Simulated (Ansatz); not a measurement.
Born–Oppenheimer molecular dynamics of CHOS (4 atoms, charge -1, multiplicity 1). It starts from a relaxed structure.

Computed with RKS PBE/6-31G* in Ansatz 0.2.0.

```json
{
 "ensemble": "NVT, Nosé–Hoover chain",
 "time step": "0.5 fs",
 "steps asked": "600",
 "set temperature": "300 K",
 "thermostat": "time constant 20 fs, chain length 1",
 "masses": "H 2.014 u",
 "seed": "641137"
}
```

First frame:

```xyz
4
Properties=species:S:1:pos:R:3
O -0.863 0.392 -0.321
C -0.405 -0.700 0.369
S 1.330 -0.656 0.524
H -0.061 0.964 -0.573
```

(1) How far do the bonds stretch over the last three quarters of this one trajectory? (Pairs bonded in most of those frames.)

Answers

(1) 
| bond | mean (Å) | spread (Å) | shortest | longest |
| --- | --- | --- | --- | --- |
| O1–C2 | 1.375 | 0.024 | 1.32 | 1.42 |
| O1–H4 | 1.019 | 0.011 | 0.99 | 1.05 |
| C2–S3 | 1.749 | 0.040 | 1.67 | 1.82 |

Mean temperature of the second half: 295 K. The conserved energy stayed within 0.049 meV per atom of its start (net change 0.014 meV per atom), so the integration is sound. A run of 0.3 ps of so small a system gives no equilibrium averages. Limits of this set-up: an anion without diffuse functions.

The run took 3 min on 1 thread of Intel(R) Xeon(R) 6975P-C (Granite Rapids), with other jobs on the host, peak memory 0.1 GiB.
